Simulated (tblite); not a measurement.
Start geometry of `CC[C](N)[S-]` [radical] from a force field or distance geometry (Å):
```
atom  x, y, z in Å
C1     1.629    0.040   -0.181
C2     0.362    0.501    0.547
C3    -0.866    0.148   -0.192
N4    -1.544   -1.129   -0.083
S5    -1.814    1.254   -1.057
H6     2.507    0.293    0.401
H7     1.617   -1.038   -0.344
H8     1.713    0.537   -1.151
H9     0.439    1.572    0.747
H10    0.337    0.014    1.547
H11   -2.129   -1.171   -0.916
H12   -2.250   -1.022    0.655
```

What comes out of this run: tblite 0.8.0, GFN2-xTB geometry optimisation, gas phase?

```
atom  x, y, z in Å
C1     1.5539   -0.0707   -0.0906
C2     0.2868    0.6113    0.4373
C3    -0.9092    0.3005   -0.4094
N4    -1.3182   -1.0757   -0.3325
S5    -2.0784    1.5247   -0.7018
H6     2.4025    0.0969    0.5775
H7     1.3803   -1.1412   -0.1798
H8     1.8028    0.3171   -1.0767
H9     0.4326    1.6943    0.4568
H10    0.1363    0.2760    1.4856
H11   -2.1990   -1.1651   -0.8323
H12   -1.4893   -1.3687    0.6398
```

The energy falls by 27.1 kJ/mol over 78 L-BFGS steps, the largest force on an atom goes from 1.25 to 0.007 eV/Å, and the atoms move by 0.373 Å rms after alignment. The bond that changes most is C3–S5 (ends: carbon bonded to C, N and S; sulfur bonded to C), which lengthens by 0.024 Å. Bonds longer at the end by more than 0.005 Å: 3 of 11; shorter: 2. Among the angles that change most is C2–C3–N4, from 124.2° to 113.3°. Among the dihedrals that turn most is H9–C2–C3–S5, from 18° to -21°. Rotational constants go from 6100, 2656, 2076 to 6891, 2493, 1976 MHz. The orientation of the end geometry is arbitrary; only internal coordinates are fixed.

On one thread of an Arm Neoverse V1, no GPU, shared host, this took 0.33 s wall.

Its GFN2-xTB frequencies are all real (lowest 71 cm⁻¹). Whether the extra electron is bound in the gas phase wasn't checked; a finite basis holds it in any case. 3 starts were optimised and ended at 0.00, 0.19 and 2.36 kcal/mol (GFN2-xTB); the lowest of these is shown.

One conformer stands for the species.

The numbers are calculated, not measured.
